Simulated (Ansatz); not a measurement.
**Structure optimisation: cobalt, hcp**

Computed with DFT, BLYP, plane waves (420 eV) with PAW, scalar-relativistic (Ansatz 0.2.0). (PAW data from PBE, frozen cores regenerated.)

k-point mesh 14×14×8, Fermi-Dirac smearing 0.05 eV, starting moments 1.70 ×2 μB. Cell and atoms relax.

Starting structure:

```
CELL_PARAMETERS angstrom
2.50710 0.00000 0.00000
-1.25355 2.17121 0.00000
0.00000 0.00000 4.06860
ATOMIC_POSITIONS crystal
Co 0.33333 0.66667 0.25000
Co 0.66667 0.33333 0.75000
```

Question: The pressure at the start is 4.4 GPa. By how much does the volume change?

Answer: From 11.07 to 11.34 Å³ per atom, 2.4 %. The final cell has a = 2.533 Å, c = 4.083 Å (c/a = 1.612).

Question: How much energy does the relaxation gain?

Answer: 3.8 meV per atom.

Path of the relaxation (the plane waves are chosen anew near the end, which can shift the energy a little):

| step | E − E(final) (meV/atom) | V (Å³/atom) | P (GPa) | max force (eV/Å) |
| --- | --- | --- | --- | --- |
| 0 | 3.79 | 11.074 | 4.43 | 0.000 |
| 1 | 1.17 | 11.206 | 2.09 | 0.000 |
| 2 | 0.43 | 11.329 | 0.08 | 0.000 |
| 3 | 0.43 | 11.334 | -0.01 | 0.000 |
| 4 | 0.00 | 11.334 | 0.09 | 0.000 |
| 5 | 0.01 | 11.340 | 0.00 | 0.000 |
| 6 | 0.00 | 11.340 | 0.00 | 0.000 |

Question: Which magnetic state does it end in?

Answer: ferromagnetic, net 1.60 μB per atom; moments 1.67 ×2 μB.
